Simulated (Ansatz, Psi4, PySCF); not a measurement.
Reaction (SMILES): C1=CC1 -> C1[CH]C=1 + H atom (the C-H bond breaks)

Property: bond dissociation energy (electronic), in kcal/mol. Conventions: open shells spin-unrestricted; no dispersion term unless named; no spin-orbit coupling; 6-31G* and kin with 6d, 5d where marked; LANL2DZ all-electron up to Ne; frozen cores in correlated levels; non-relativistic. Basis-set limits of correlation are two-point, X^-3; Hartree-Fock from the larger set. [CCSD(T)-MP2]/basis is that difference in the basis named. Ab initio and DFT rows: single points at B3LYP-D3(BJ) geometries (Ansatz, a first-principles code). A UHF reference is markedly spin-contaminated in at least one set, which strains HF and MP2.

Coupled cluster (Ansatz) is a level with limits of its own, used here on species with T1 under 0.025 (0.045 for open shells) and stable references: RI-MP2/CBS(cc-pVTZ,cc-pVQZ)+[CCSD(T)-MP2]/cc-pVTZ.

Value to compare with, RI-MP2/CBS(cc-pVTZ,cc-pVQZ)+[CCSD(T)-MP2]/cc-pVTZ (Ansatz): 107.8 kcal/mol.

| level | program | bond dissociation energy (electronic) (kcal/mol) | difference |
|---|---|---|---|
| HF/LANL2DZ | Ansatz | 84.8 | -23.0 |
| PBE/3-21G | Ansatz | 109.4 | 1.6 |
| BLYP/6-31G* | Ansatz | 104.0 | -3.8 |
| B3LYP/LANL2DZ | Ansatz | 108.1 | 0.3 |
| B3LYP/6-31G** | Ansatz | 106.2 | -1.6 |
| wB97X-D/6-31G* | Psi4 | 106.5 | -1.3 |
| B3LYP-D3(BJ)/def2-TZVPD | Ansatz + dftd3 | 104.5 | -3.3 |
| M06-2X/def2-TZVPD | PySCF | 106.1 | -1.7 |
| wB97M-V/def2-TZVPD | Ansatz | 106.3 | -1.5 |

Among the 6 habitual levels, HF/LANL2DZ lies farthest from RI-MP2/CBS(cc-pVTZ,cc-pVQZ)+[CCSD(T)-MP2]/cc-pVTZ (Ansatz) (-23.0 kcal/mol) and B3LYP/LANL2DZ nearest (0.3); 2 of 6 lie above it, and their mean absolute difference is 5.3 kcal/mol, the median 1.6. One case shows no general order.

The levels are drawn from those run, B3LYP/6-31G* more often than the rest, none by its result; left out are runs that failed, that the program found above a lower state of the same kind, or whose <S^2> lies over 0.5 above the pure value.
